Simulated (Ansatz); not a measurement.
# C2H3FOS: up Jacob's ladder to CCSD(T)

How much do the methods differ for C2H3FOS? The plan is to run it at one geometry with functionals of several rungs and with coupled cluster, and see how far each lands from CCSD(T) at the basis-set limit for the atomisation energy.

Computed with Ansatz 0.2.0, Gaussian basis. Level: functionals in def2-TZVPP, the program's frozen cores in correlated methods.

Plan: LDA (SPW92), PBE-D4, revPBE-D4, BLYP-D4, r2SCAN-D4, B97M-V, PBE0-D4, B3LYP-D4, r2SCANh-D4, r2SCAN0-D4, HSE06-D4, BHLYP-D4, CAM-B3LYP-D4, LC-ωPBE, ωB97X-V, ωB97M-V, B2PLYP, PBE-QIDH; CCSD(T)/def2-SVP; CCSD(T)/def2-TZVPP; MP2/def2-QZVPP; extrapolation to the limit; RPA on PBE.

**1. The geometry**

The geometry comes from an earlier relaxation with PBE0-D4 in a triple-zeta def2 set; it is a stationary point, not always the lowest conformer.

SMILES `FC1(S)CO1`, 8 atoms, charge 0, spin multiplicity 1.

Atoms are counted from 1 here; the program's logs count them from 0.

Bond lengths: F1–C2 1.353 Å, C2–S3 1.777 Å, C2–C4 1.452 Å, C2–O5 1.375 Å, S3–H6 1.344 Å, C4–O5 1.439 Å, C4–H7 1.086 Å, C4–H8 1.086 Å. Angles: F1–C2–S3 112.9°, F1–C2–C4 118.2°, F1–C2–O5 113.4°, S3–C2–C4 121.6°, S3–C2–O5 120.1°, C4–C2–O5 61.1°, C2–S3–H6 94.7°, C2–C4–O5 56.8°, C2–C4–H7 117.7°, C2–C4–H8 120.4°, O5–C4–H7 114.7°, O5–C4–H8 115.2°, H7–C4–H8 117.3°, C2–O5–C4 62.1°.

**2. LDA**

This LDA is Slater exchange with PW92 correlation.

in.yaml reads:

```yaml
crystal:
  periodic: [false, false, false]
  atoms:
    - {symbol: F, position_ang: [-0.740350, -0.454490, -1.445194]}
    - {symbol: C, position_ang: [-0.208808, 0.042433, -0.305065]}
    - {symbol: S, position_ang: [-0.082609, 1.815053, -0.315911]}
    - {symbol: C, position_ang: [0.734589, -0.782365, 0.428862]}
    - {symbol: O, position_ang: [-0.637750, -0.610631, 0.826105]}
    - {symbol: H, position_ang: [-1.410438, 2.020555, -0.355969]}
    - {symbol: H, position_ang: [0.969995, -1.762199, 0.024904]}
    - {symbol: H, position_ang: [1.467572, -0.325456, 1.086668]}
basis:
  gaussian: {orbitals: def2-TZVPP}
hamiltonian: {xc: lda}
output: {orbitals: {seedname: orbitals}}
```

Run with:

```console
$ ansatz run in.yaml --threads 2 --pin off --events-out ev --progress --plain --max-ram 4352MiB
```

After this run come: PBE-D4 (GGA); revPBE-D4 (GGA); BLYP-D4 (GGA); r2SCAN-D4 (meta-GGA); B97M-V (meta-GGA); B3LYP-D4 (hybrid); r2SCANh-D4 (hybrid); r2SCAN0-D4 (hybrid); HSE06-D4 (hybrid); BHLYP-D4 (hybrid); CAM-B3LYP-D4 (range-separated); LC-ωPBE (range-separated); ωB97X-V (range-separated); ωB97M-V (range-separated); B2PLYP (double hybrid); PBE-QIDH (double hybrid); CCSD(T) in def2-SVP; CCSD(T) in def2-TZVPP; MP2 in def2-QZVPP; RPA on PBE orbitals.

Q: Predict the results of all the runs planned. Wanted: atomisation energy, CCSD(T)/CBS; farthest beyond LDA; mean size of error, GGA; mean size of error, meta-GGA; mean size of error, hybrid; mean size of error, range-separated; mean size of error, double hybrid; gap, smallest and largest; T1 diagnostic.

The runs gave:

| quantity | value |
| --- | --- |
| atomisation energy, CCSD(T)/CBS | 31.294 eV |
| functionals within 0.156 eV (0.5 %) | B3LYP-D4, r2SCANh-D4, CAM-B3LYP-D4, PBE-QIDH |
| farthest beyond LDA | BHLYP-D4 (-1.710 eV) |
| mean size of error, GGA | 0.711 eV |
| mean size of error, meta-GGA | 0.288 eV |
| mean size of error, hybrid | 0.542 eV |
| mean size of error, range-separated | 0.228 eV |
| mean size of error, double hybrid | 0.252 eV |
| gap, smallest and largest | 5.40 eV (BLYP-D4), 13.02 eV (LC-ωPBE) |
| T1 diagnostic | 0.0125 |
| triples share of the correlation energy | 4.0 % |

**Reading.** The LDA atomisation energy is off by 6.485 eV (21 %): it overbinds. PBE-D4 is off by +1.529 eV. Double hybrids carry the basis error of their MP2 part in triple zeta, and no dispersion term here, so their miss is partly the set-up's. By mean error the best rung here is range-separated (0.228 eV) and the worst beyond LDA is GGA (0.711 eV). The gap between the best rungs is small, so their order is not settled. Misses under about 0.156 eV are within the doubt on the reference itself, which lacks core-valence correlation, relativity and higher excitations. Hartree-Fock recovers 66 % of the binding; the rest is correlation. CCSD(T) in def2-SVP is off by -1.860 eV, which most functionals beat. The gap grows from 5.4 to 13.0 eV across the functionals, mostly with the share of exact exchange.
